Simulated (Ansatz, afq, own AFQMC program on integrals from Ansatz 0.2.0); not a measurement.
AFQMC, coupled cluster and functionals along a coordinate of NH$_{3}$ + SiH$_{2}$, singlet

```json
{"atom": "N", "x (Å)": "-1.8445", "y (Å)": "0.0253", "z (Å)": "-0.0188"}
{"atom": "H", "x (Å)": "-2.1417", "y (Å)": "0.9931", "z (Å)": "-0.0188"}
{"atom": "H", "x (Å)": "-2.1417", "y (Å)": "-0.3770", "z (Å)": "0.8614"}
{"atom": "H", "x (Å)": "-0.8320", "y (Å)": "0.0253", "z (Å)": "-0.0188"}
{"atom": "Si", "x (Å)": "0.9885", "y (Å)": "0.0253", "z (Å)": "-0.0188"}
{"atom": "H", "x (Å)": "1.6007", "y (Å)": "-0.8490", "z (Å)": "1.0712"}
{"atom": "H", "x (Å)": "1.6007", "y (Å)": "-0.8490", "z (Å)": "-1.1088"}
```

A hydrogen atom is moved from one rigid fragment to the other; the N1–H4 distance tells how far. The two fragments are held close together, so this isn't a minimum-energy path and the start is a compressed complex. Energies in kcal/mol count from this geometry (1.012 Å) at the same level; the start stands on RHF, each point on the determinant named.

Basis cc-pVDZ. Only valence electrons are correlated. Ansatz 0.2.0 and our own AFQMC program on the same integrals; the CISD trial comes from CCSD amplitudes, and released means the phaseless constraint is let go. Error bars are statistical, one sigma.

Cautions, each for one point or more: higher spins were not checked; released walk and highest rung disagree; restricted determinant unstable towards unrestricted; strong correlation; the ph-AFQMC/CISD walk drifts between its halves; unrestricted determinant spin contaminated; walk and cluster series may follow different spin states.

| r(N1–H4) / Å | det. | T1 | weight | ⟨S²⟩ | CCSD(T) | ph-AFQMC/CISD | CCSDT(Q) | CCSD | r2SCAN |
| --- | --- | --- | --- | --- | --- | --- | --- | --- | --- |
| 1.121 | RHF | 0.014 | 0.85 | pure | 5.4 | 5.3 ± 0.2 | 5.2 | 6.1 | 3.4§ |
| 1.176 | RHF | 0.015 | 0.85 | pure | 10.4 | 10.3 ± 0.2 | 10.1 | 11.5 | 7.3§ |
| 1.230 | RHF | 0.017 | 0.84 | pure | 16.0 | 16.1 ± 0.1 | 15.5 | 17.6 | 11.9§ |
| 1.284 | RHF | 0.020 | 0.83 | pure | 21.8 | 21.4 ± 0.2 | 21.0 | 24.1 | 16.7§ |
| 1.393 | UHF‡¶ | 0.038 | 0.83 | 0.92 | 35.8 | 32.4 ± 0.2 | 32.1 | 36.2 | 26.5§ |

Weight is that of the determinant in the CISD state; at the start T1 is 0.012 and the weight 0.86. ¶ marks points with a poor determinant and no full CI, where no value is sure; they don't count among the departures. A double dagger marks points where the walks on two determinants ended up to 1.3 kcal/mol apart; the lower is shown. Symmetry can't show for every point that it stays on the start's state. § marks a functional whose ⟨S²⟩ is too high by over 0.1. Largest departures from CCSDT(Q), at the points where its series has closed: CCSD(T) 0.8 kcal/mol at 1.284 (on RHF), ph-AFQMC/CISD 0.6 kcal/mol at 1.230 (on RHF), CCSD 3.2 kcal/mol at 1.284 (on RHF). The functionals aren't scored here. In this small basis the wave-function levels are far from their limit, so their gap to the functionals isn't the functionals' error.

Some points may be missing: those where a free walk finds a much lower state, and past Zn most of those on another determinant than at the start.

CCSDT and higher add their correlation energy to the determinant of the CCSD(T) run, since their own runs factorise the integrals more tightly (a shift of under 2 meV).
